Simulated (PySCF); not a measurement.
water (H₂O), SMILES O.

Geometry: TPSSh-D3(BJ)/def2-TZVPD.

Vertical ionisation energy (IE) and electron affinity (EA) in eV. Rows of orbital energies are one-electron estimates. Where ΔSCF, EOM or ADC give a negative EA the extra electron is unbound and the value depends on the basis.

```tsv
level	IE	EA
−ε(HOMO), −ε(LUMO), HF/def2-TZVPD (PySCF)	13.87	-1.96
−ε(HOMO), −ε(LUMO), CAM-B3LYP/def2-TZVPD (PySCF)	10.67	-0.65
EOM-CCSD/aug-cc-pVDZ (PySCF)	12.36	-0.76
ADC(3)/aug-cc-pVDZ (PySCF)	12.97	-0.75
```

Computed lowest 1s main lines (those of the lightest heavy element) from CVS-ADC(2)-x/aug-cc-pVDZ (PySCF, non-relativistic), with pole strengths:
540.9 eV (1.57).

Beyond the first one, list the lowest photoelectron lines from ADC(3)/aug-cc-pVDZ in PySCF with their pole strengths (two spins summed). (The exact figures need the calculation; the answer reports its results.)

15.25 eV (1.85), 19.28 eV (1.86), 30.27 eV (0.12).
